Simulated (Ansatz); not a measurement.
System: CF$_{3}$, charge 0, doublet. CF3 (SMILES F[C](F)F, doublet).
B3LYP-D3(BJ)/def2-TZVP minimum from Ansatz (a first-principles code):
```
C
F 1 1.3212
F 1 1.3212 2 111.37
F 1 1.3212 2 111.37 3 -124.97
```
Charge 0, spin multiplicity 2.

Quantity: atomisation energy (electronic, to ground-state atoms), in kcal/mol. Open shells are spin-unrestricted; no spin-orbit coupling. CBS(X,Y): correlation extrapolated as X^-3, Hartree-Fock from the larger set. A bracket is a step between two methods taken in the basis named. The functionals are non-relativistic, so their misses hold any scalar relativity. Double hybrids freeze cores in their MP2 part. '+ core + X2C': CCSD(T) terms for core correlation (cc-pwCVTZ) and scalar relativity (cc-pVTZ-DK).

CCSD(T)/CBS(cc-pVTZ,cc-pVQZ) + [CCSDT(Q) - CCSD(T)]/cc-pVDZ + core + X2C (Ansatz) gives 345.7 kcal/mol.

What does PBE/def2-TZVPD (Ansatz) give here, and how do the other levels compare?

PBE gives 371.4 kcal/mol, 25.7 kcal/mol above it. Differences of the others: r2SCAN/def2-TZVPD (Ansatz) 8.4; B3LYP/def2-TZVPD (Ansatz) -3.1; wB97M-V/def2-TZVPD (Ansatz) 0.5; B2PLYP/def2-TZVPD (Ansatz) -2.9; CCSD(T)/CBS(cc-pVTZ,cc-pVQZ) + core + X2C (Ansatz) -0.8 kcal/mol. Nearer than PBE: r2SCAN/def2-TZVPD, B3LYP/def2-TZVPD, wB97M-V/def2-TZVPD, B2PLYP/def2-TZVPD, CCSD(T)/CBS(cc-pVTZ,cc-pVQZ) + core + X2C.
